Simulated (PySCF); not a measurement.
# One shape, several levels: [SiPH4]− (SMILES [SiH2-]P)

We compute a comparison of 6 runs (M06-2X/STO-3G, wB97X-V/STO-3G, BCCD(T)/STO-3G, CCSDT(Q)/STO-3G, CCSDTQ/STO-3G, NEVPT2(2,2)/STO-3G) of [SiPH4]−. 

The calculation is run with PySCF 2.14.0.

5 further runs of the same task are left out: 5 set aside as unsound or not needed.

## (1) The structure to begin with

The species is [SiPH4]− (6 atoms), meant as a singlet with charge -1. SMILES: `[SiH2-]P`. The shape is that of a GFN2-xTB optimisation. This is one conformer, not always the lowest.

Bond lengths: Si1–P2 2.225 Å, Si1–H3 1.503 Å, Si1–H4 1.503 Å, P2–H5 1.375 Å, P2–H6 1.375 Å. Angles: Si1–P2–H5 94.0°, Si1–P2–H6 94.1°, P2–Si1–H3 96.4°, P2–Si1–H4 96.5°, H5–P2–H6 91.3°, H3–Si1–H4 96.7°.

## (2) A single-point energy at M06-2X/STO-3G (run 1)

input.py

```python
from pyscf import gto, dft

molecule = gto.M(
    atom=[
    ('Si', (0.357650, -1.019850, -0.132620)),
    ('P', (-0.355230, 1.071380, 0.132600)),
    ('H', (-0.387090, -1.600590, 1.036860)),
    ('H', (-0.642080, -1.408110, -1.185860)),
    ('H', (0.407400, 1.565440, -0.899820)),
    ('H', (0.619350, 1.391730, 1.048840)),
],
    spin=0,
    verbose=3,
    max_memory=1860,
    basis='sto-3g',
    charge=-1,
)

calc0 = dft.RKS(molecule, xc='m06-2x')
calc0.conv_tol = 1e-10
calc0.grids.level = 5
calc0.kernel()
if not calc0.converged:
    calc0 = calc0.newton().run(calc0.mo_coeff, calc0.mo_occ)

e_final = calc0.e_tot
print(f'total energy: {e_final:.8f} hartree')
```

On the command line:

```
$ OMP_NUM_THREADS=1 python input.py
```

The log of the run:

```text
converged SCF energy = -625.854578846879
total energy: -625.85457885 hartree
```

Run time: 4.2 s. Hardware: 1 thread of Arm Neoverse V1, shared host; peak memory 0.21 GiB.

## (3) The energy at wB97X-V/STO-3G (run 2)

run.py

```python
# [SiH2-]P
from pyscf import gto, dft

mol = gto.M(
    atom='''
Si   0.357650  -1.019850  -0.132620
P   -0.355230   1.071380   0.132600
H   -0.387090  -1.600590   1.036860
H   -0.642080  -1.408110  -1.185860
H    0.407400   1.565440  -0.899820
H    0.619350   1.391730   1.048840
''',
    charge=-1,
    max_memory=1860,
    basis='sto-3g',
    verbose=3,
)

myscf = dft.RKS(mol)
myscf.xc = 'wb97x-v'
myscf.conv_tol = 1e-10
myscf.grids.level = 5
myscf.nlcgrids.level = 1
myscf.kernel()
if not myscf.converged:
    myscf = myscf.newton().run(myscf.mo_coeff, myscf.mo_occ)

e_tot = myscf.e_tot
print('E = %.10f Eh' % e_tot)
```

On the command line:

```
$ OMP_NUM_THREADS=1 python run.py
```

The log of the run:

```text
converged SCF energy = -625.743884017269
E = -625.7438840173 Eh
```

It took 20 s on 1 thread of Arm Neoverse V1, shared host; peak memory 0.21 GiB.

Run 3 isn't shown in full; the table further down has it.

## (4) A single-point energy at CCSDT(Q)/STO-3G (run 4)

calc.py

```python
# [SiH2-]P
from pyscf import gto, cc

molecule = gto.Mole()
molecule.atom = '''
Si     0.357650    -1.019850    -0.132620
P     -0.355230     1.071380     0.132600
H     -0.387090    -1.600590     1.036860
H     -0.642080    -1.408110    -1.185860
H      0.407400     1.565440    -0.899820
H      0.619350     1.391730     1.048840
'''
molecule.basis = 'sto-3g'
molecule.verbose = 3
molecule.max_memory = 1860
molecule.charge = -1
molecule.build()

mf = molecule.RHF()
mf.conv_tol = 1e-10
mf.kernel()
if not mf.converged:
    mf = mf.newton().run(mf.mo_coeff, mf.mo_occ)

mycc = cc.CCSDT(mf, frozen=10)
mycc.kernel()
e_bracket, e_q = mycc.ccsdt_q()
e_tot = mycc.e_tot + e_q
print('E(%s) = %.9f' % ('CCSDT(Q)', e_tot))
```

On the command line:

```
$ OMP_NUM_THREADS=1 python calc.py
```

The log of the run:

```text
converged SCF energy = -624.63431820883
_make_eris_incore_RCCSDT

WARN: A large `blksize` is being used, which may cause large memory consumption
      for storing contraction intermediates. If memory is sufficient, consider using
      `pyscf.cc.rccsdt_highm.RCCSDT` instead.

RCCSDT converged
E(RCCSDT) = -624.7279030953117   E_corr = -0.09358488648202948
E_corr(same-spin) = -0.00181206762147744
E_corr(oppo-spin) = -0.091772818860552
_make_eris_incore_RCCSDT
E(CCSDT(Q)) = -624.727904126
```

It took 1.6 s on 1 thread of Arm Neoverse V1, shared host; peak memory 0.12 GiB.

Run 5 isn't shown in full; the table further down has it.

## (5) A single-point energy at NEVPT2(2,2)/STO-3G (run 6)

input.py

```python
import numpy
from pyscf import gto, scf, mp, mcscf, mrpt

mol = gto.M(
    atom='''
Si     0.675861    -1.927237    -0.250615
P     -0.671287     2.024615     0.250578
H     -0.731494    -3.024677     1.959381
H     -1.213355    -2.660942    -2.240951
H      0.769874     2.958253    -1.700413
H      1.170402     2.629989     1.982020
''',
    unit='bohr',
    spin=0,
    basis='sto-3g',
    verbose=3,
    charge=-1,
    max_memory=1860,
)

hf = scf.RHF(mol)
hf.conv_tol = 1e-10
hf.kernel()
if not hf.converged:
    hf = hf.newton().run(hf.mo_coeff, hf.mo_occ)

pt = mp.MP2(scf.addons.convert_to_uhf(hf)).run()
noons, natorbs = mcscf.addons.make_natural_orbitals(pt)
print('natural occupations', numpy.round(noons[:40], 4))
cas = mcscf.CASSCF(hf, 2, 2)
cas.fix_spin_(ss=0.0)
cas.natorb = True
cas.kernel(natorbs)
e_pt2 = mrpt.NEVPT(cas).kernel()
e_tot = cas.e_tot + e_pt2
print(f'total energy: {e_tot:.8f} hartree')
```

On the command line:

```
$ OMP_NUM_THREADS=1 python input.py
```

The log of the run:

```text
converged SCF energy = -624.634318201886
E(UMP2) = -624.703336270803  E_corr = -0.0690180689169395
E(SCS-UMP2) = -624.7142112862  E_corr = -0.079893084314329
natural occupations [2.     2.     2.     2.     1.9999 1.9999 1.9999 1.9998 1.9998 1.9998
 1.9965 1.9943 1.9901 1.9884 1.9879 1.9869 1.9861 0.0168 0.0165 0.0141
 0.0123 0.0109]
CASSCF energy = -624.644360117980
CASCI E = -624.644360117980  E(CI) = -0.394612252773527  S^2 = 0.0000000
Sr    (-1)',   E = 0.00000000000179
Si    (+1)',   E = -0.00000000001886
Sijrs (0)  ,   E = -0.04989845815441
Sijr  (+1) ,   E = -0.00335579574449
Srsi  (-1) ,   E = -0.00075643889744
Srs   (-2) ,   E = -0.00036029217326
Sij   (+2) ,   E = -0.00165038894761
Sir   (0)' ,   E = -0.00566313111117
Nevpt2 Energy = -0.061684505045451
total energy: -624.70604462 hartree
```

Run time: 1.1 s. Hardware: 1 thread of Arm Neoverse V1, shared host; peak memory 0.12 GiB.

## (6) All runs side by side

| run | level | nlc grid | integration grid | energy (Eh) | HOMO energy (eV) | LUMO energy (eV) | HOMO–LUMO gap (eV) | wall time |
| --- | --- | --- | --- | --- | --- | --- | --- | --- |
| 1 | M06-2X/STO-3G | – | 5 | -625.854579 | 4.81 | 15.68 | 10.87 | 4.2 s |
| 2 | wB97X-V/STO-3G | 1 | 5 | -625.743884 | 3.60 | 17.13 | 13.53 | 20 s |
| 3 | BCCD(T)/STO-3G | – | – | -624.727751 | – | – | – | 0.89 s |
| 4 | CCSDT(Q)/STO-3G | – | – | -624.727904 | 3.09 | 19.56 | 16.47 | 1.6 s |
| 5 | CCSDTQ/STO-3G | – | – | -624.727899 | 3.09 | 19.56 | 16.47 | 11 s |
| 6 | NEVPT2(2,2)/STO-3G | – | – | -624.706045 | 3.09 | 19.56 | 16.47 | 1.1 s |

## (7) Summary of results

```
                                                    quantity          value
                                         run 6: total energy  -624.70604 Eh
                  run 6: HOMO energy (Hartree–Fock orbitals)        3.09 eV
                  run 6: LUMO energy (Hartree–Fock orbitals)       19.56 eV
run 6: HOMO–LUMO gap (to an unbound level, set by the basis)       16.47 eV
```

What this shows: Totals of different functionals can't be ranked against each other. In runs 1, 2, 4, 5, 6 the HOMO lies above zero, so the outermost electron may be held by the basis alone. In runs 1, 2, 3, 4, 5, 6 the basis is minimal, so the values are rough. All runs together took 39 s, the longest 20 s.
